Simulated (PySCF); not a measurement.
Where the electron goes

Species: C4H4S2.
Numbering: `[SH:1][c:2]1[cH:3][cH:4][cH:5][s:6]1` (hydrogens: H7 on S1; H8 on C3; H9 on C4; H10 on C5)

Structure used (GFN2-xTB), in Å, numbered top down from 1:
```xyz
10
C4H4S2 angstrom
S      2.694   -0.011   -0.078
C      0.940    0.057   -0.013
C      0.085   -0.971   -0.271
C     -1.268   -0.589   -0.131
C     -1.421    0.709    0.228
S      0.093    1.512    0.406
H      2.889    1.258    0.276
H      0.413   -1.955   -0.548
H     -2.092   -1.261   -0.293
H     -2.324    1.257    0.401
```

Method: PySCF, TDDFT wB97X-D/def2-SVPD, vertical, gas phase, core orbitals frozen in the response.

Frontier orbitals with the atoms that hold most of them (Löwdin shares over 4%, at most four atoms; ? is withheld):

```json
{"orbital": "HOMO-3", "ε (eV)": "-11.85", "atoms": "S1 39%, S6 26%, C2 17%, H7 6%"}
{"orbital": "HOMO-2", "ε (eV)": "-10.62", "atoms": "S1 42%, C2 18%, C5 16%, C4 10%"}
{"orbital": "HOMO-1", "ε (eV)": "-9.32", "atoms": "?"}
{"orbital": "HOMO", "ε (eV)": "-7.97", "atoms": "?"}
{"orbital": "LUMO", "ε (eV)": "?", "atoms": "S6 22%, C2 21%, C5 19%, C4 12%"}
{"orbital": "LUMO+1", "ε (eV)": "1.34", "atoms": "S6 39%, S1 29%, H7 15%, C2 7%"}
{"orbital": "LUMO+2", "ε (eV)": "1.99", "atoms": "S1 69%, C2 9%, S6 9%, H7 6%"}
```

(1) Which atoms hold the HOMO-1, and with what shares?

(2) Give the leading atoms of the HOMO.

(3) What is the LUMO energy, and the HOMO–LUMO gap?

Answers

(1) S6 (bonded to 2 C) 45%; C3 (bonded to 2 C and H) 19%; C4 (bonded to 2 C and H) 17%; C2 (bonded to C and 2 S) 9%. By element: sulfur 45% or more, carbon 44% or more.

(2) S1 (bonded to C and H) 34%; C5 (bonded to C, S and H) 18%; C2 (bonded to C and 2 S) 18%; C3 (bonded to 2 C and H) 12%. By element: carbon 47% or more, sulfur 34% or more.

(3) ε(LUMO) = 1.05 eV; the gap is 9.02 eV (0.3315 hartree).

**Question.** The HOMO–LUMO gap is 9.02 eV. Where does the response calculation put the lowest singlet, and from which orbitals?

**Answer.** S1 is at 4.70 eV (f = 0.0003), 4.32 eV below the gap, made of HOMO→LUMO+1 (89%). Its leading pair isn't HOMO and LUMO; the energies of that pair differ by 9.30 eV. 

**Question.** Give energy, strength and leading configuration of S1, S2, S4 and S5, and follow the Löwdin shares of the leading atoms from the occupied to the empty orbital.

**Answer.** 
- S1 (4.70 eV, f 0.0003), HOMO→LUMO+1 (89%): S1 34% → 29%, C5 18% → at most 7%, S6 at most 12% → 39%
- S2 (5.03 eV, f 0.185), HOMO→LUMO (97%): S1 34% → at most 13%, C5 18% → 19%, S6 at most 12% → 22%, C2 18% → 21%
- S4 (5.94 eV, f 0.060), HOMO-1→LUMO (76%): S6 45% → 22%, C3 19% → at most 13%, C2 9% → 21%
- S5 (5.99 eV, f 0.0012), HOMO-1→LUMO+1 (77%): S6 45% → 39%, C3 19% → at most 7%, S1 at most 9% → 29%

Löwdin shares depend on the basis, the more so with diffuse functions.

On an Arm Neoverse V1 with one thread, on a shared host, this took 34 s of wall time.

One conformer stands for the species.
